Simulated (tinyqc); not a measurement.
Inside a calculation (part 2 of 2). Method: UKS/LDA (VWN5) in the sto-6g basis, for NH, spin multiplicity 3. Computed by tinyqc, a small Python program that keeps every step (integrals from PySCF). Command: `OMP_NUM_THREADS=1 python tinyqc.py 31963 31964 out.jsonl` (the two numbers bound the seeds that draw the settings). One thread of a shared host (Intel(R) Xeon(R) Processor @ 2.60GHz), about 2 s of CPU time with the checks.

Geometry (angstrom):
```
atom         x         y         z
N     0.000000  0.000000  0.000000
H     0.000000  0.000000  1.982000
```

## Iteration 2: diagonalisation and new density

F(alpha) (hartree):
```
             1N 1s      1N 2s     1N 2px     1N 2py     1N 2pz      2H 1s
1N 1s   -14.493352  -3.568667   0.000000   0.000000   0.011541  -0.099308
1N 2s    -3.568667  -1.818900   0.000000   0.000000   0.080349  -0.117437
1N 2px    0.000000   0.000000  -0.556250   0.000000   0.000000   0.000000
1N 2py    0.000000   0.000000   0.000000  -0.556250   0.000000   0.000000
1N 2pz    0.011541   0.080349   0.000000   0.000000  -0.538099  -0.074992
2H 1s    -0.099308  -0.117437   0.000000   0.000000  -0.074992   0.300650
```

F(beta) (hartree):
```
             1N 1s      1N 2s     1N 2px     1N 2py     1N 2pz      2H 1s
1N 1s   -14.461040  -3.543409   0.000000   0.000000   0.010821  -0.098689
1N 2s    -3.543409  -1.692553   0.000000   0.000000   0.074933  -0.112424
1N 2px    0.000000   0.000000  -0.406451   0.000000   0.000000   0.000000
1N 2py    0.000000   0.000000   0.000000  -0.406451   0.000000   0.000000
1N 2pz    0.010821   0.074933   0.000000   0.000000  -0.458665  -0.072632
2H 1s    -0.098689  -0.112424   0.000000   0.000000  -0.072632   0.300966
```

X:
```
                1          2         3          4          5         6
1N 1s   -0.704278   0.389182  0.000000   0.000000  -0.346616  0.536965
1N 2s    0.801332  -0.169403  0.000000   0.000000  -0.174268  0.606132
1N 2px   0.000000   0.000000  0.130741   0.991417   0.000000  0.000000
1N 2py   0.000000   0.000000  0.991417  -0.130741   0.000000  0.000000
1N 2pz   0.195674   0.720272  0.000000   0.000000   0.658867  0.155364
2H 1s   -0.412301  -0.652196  0.000000   0.000000   0.566069  0.334563
```

Diagonalise F' = X^T F X, C = X C', fill 5 alpha and 3 beta electrons from the bottom; D(s) = C_occ C_occ^T. Each column has its largest component positive (the first on a tie).

F' = X^T F X (alpha) (hartree):
```
           1          2          3          4          5          6
1  -4.244212   2.779799   0.000000   0.000000  -2.861053   4.590186
2   2.779799  -1.846335   0.000000   0.000000   1.503799  -3.382462
3   0.000000   0.000000  -0.556250   0.000000   0.000000   0.000000
4   0.000000   0.000000   0.000000  -0.556250   0.000000   0.000000
5  -2.861053   1.503799   0.000000   0.000000  -2.382410   3.933334
6   4.590186  -3.382462   0.000000   0.000000   3.933334  -7.223533
```

orbital energies (alpha) (hartree): MO1 -14.498032, MO2 -1.005695, MO3 -0.556250, MO4 -0.556250, MO5 -0.524892, MO6 0.332128

coefficients C (alpha):
```
              MO1        MO2       MO3        MO4        MO5        MO6
1N 1s    0.995430  -0.250850  0.000000   0.000000  -0.041379   0.020652
1N 2s    0.019204   1.013173  0.000000   0.000000   0.170337  -0.112663
1N 2px   0.000000   0.000000  0.359886   0.932996   0.000000   0.000000
1N 2py   0.000000   0.000000  0.932996  -0.359886   0.000000   0.000000
1N 2pz  -0.000770  -0.167395  0.000000   0.000000   0.983037  -0.144705
2H 1s   -0.001345  -0.005007  0.000000   0.000000   0.020684   1.013541
```

F' = X^T F X (beta) (hartree):
```
           1          2          3          4          5          6
1  -4.177302   2.770239   0.000000   0.000000  -2.864754   4.640290
2   2.770239  -1.800308   0.000000   0.000000   1.542113  -3.380818
3   0.000000   0.000000  -0.406451   0.000000   0.000000   0.000000
4   0.000000   0.000000   0.000000  -0.406451   0.000000   0.000000
5  -2.864754   1.542113   0.000000   0.000000  -2.334955   3.914534
6   4.640290  -3.380818   0.000000   0.000000   3.914534  -7.148042
```

orbital energies (beta) (hartree): MO1 -14.465033, MO2 -0.882856, MO3 -0.446501, MO4 -0.406451, MO5 -0.406451, MO6 0.333783

coefficients C (beta):
```
              MO1        MO2        MO3       MO4        MO5        MO6
1N 1s    0.995805  -0.249105  -0.042012  0.000000   0.000000   0.022323
1N 2s    0.017679   1.011870   0.173267  0.000000   0.000000  -0.119918
1N 2px   0.000000   0.000000   0.000000  0.363886   0.931444   0.000000
1N 2py   0.000000   0.000000   0.000000  0.931444  -0.363886   0.000000
1N 2pz  -0.000715  -0.172392   0.980441  0.000000   0.000000  -0.156014
2H 1s   -0.001234   0.000002   0.033233  0.000000   0.000000   1.013219
```

D(alpha) after iteration 2:
```
            1N 1s      1N 2s    1N 2px    1N 2py     1N 2pz      2H 1s
1N 1s    1.055518  -0.242086  0.000000  0.000000   0.000547  -0.000939
1N 2s   -0.242086   1.055903  0.000000  0.000000  -0.002167  -0.001576
1N 2px   0.000000   0.000000  1.000000  0.000000   0.000000   0.000000
1N 2py   0.000000   0.000000  0.000000  1.000000   0.000000   0.000000
1N 2pz   0.000547  -0.002167  0.000000  0.000000   0.994384   0.021172
2H 1s   -0.000939  -0.001576  0.000000  0.000000   0.021172   0.000455
```

D(beta) after iteration 2:
```
            1N 1s      1N 2s    1N 2px    1N 2py     1N 2pz      2H 1s
1N 1s    1.055446  -0.241736  0.000000  0.000000   0.001041  -0.002625
1N 2s   -0.241736   1.054215  0.000000  0.000000  -0.004573   0.005738
1N 2px   0.000000   0.000000  0.000000  0.000000   0.000000   0.000000
1N 2py   0.000000   0.000000  0.000000  0.000000   0.000000   0.000000
1N 2pz   0.001041  -0.004573  0.000000  0.000000   0.990983   0.032584
2H 1s   -0.002625   0.005738  0.000000  0.000000   0.032584   0.001106
```

Within a degenerate level the vectors are fixed only up to a rotation; this is one choice.

## Convergence

Stop when the energy changes by less than 1e-10 hartree and every element of the error matrix X^T (F D S - S D F) X (for each spin) is below 3e-06.

Course of the cycle:
```
iteration   E (hartree)     change  largest element of the error matrix
1          -53.87887218          -                             5.95e-02
2          -53.86255615   1.63e-02                             1.42e-01
3          -53.92165763  -5.91e-02                             1.01e-01
4          -53.86313786   5.85e-02                             1.44e-01
5          -53.92168359  -5.85e-02                             1.01e-01
6          -53.86313222   5.86e-02                             1.44e-01
7          -53.92168343  -5.86e-02                             1.01e-01
8          -53.86313225   5.86e-02                             1.44e-01
9          -53.92168343  -5.86e-02                             1.01e-01
10         -53.86313225   5.86e-02                             1.44e-01
11         -53.92168343  -5.86e-02                             1.01e-01
12         -53.86313225   5.86e-02                             1.44e-01
13         -53.92168343  -5.86e-02                             1.01e-01
14         -53.86313225   5.86e-02                             1.44e-01
...                 ...        ...                                  ...
45         -53.92168343  -5.86e-02                             1.01e-01
46         -53.86313225   5.86e-02                             1.44e-01
47         -53.92168343  -5.86e-02                             1.01e-01
48         -53.86313225   5.86e-02                             1.44e-01
49         -53.92168343  -5.86e-02                             1.01e-01
50         -53.86313225   5.86e-02                             1.44e-01
51         -53.92168343  -5.86e-02                             1.01e-01
52         -53.86313225   5.86e-02                             1.44e-01
53         -53.92168343  -5.86e-02                             1.01e-01
54         -53.86313225   5.86e-02                             1.44e-01
55         -53.92168343  -5.86e-02                             1.01e-01
56         -53.86313225   5.86e-02                             1.44e-01
57         -53.92168343  -5.86e-02                             1.01e-01
58         -53.86313225   5.86e-02                             1.44e-01
```

PySCF UKS in the same basis, fine grid, after a stability check = -54.41411191 hartree

Not converged within the cap of 58 iterations: the residual has stopped falling: the iteration swings between two states. Reruns (cap 100 unless said): DIIS 8: converged in 20; damping 0.5: converged in 38; level shift 0.5: converged in 58; atomic densities as start, DIIS 8: converged in 10; the original settings with a cap of 400: not converged.
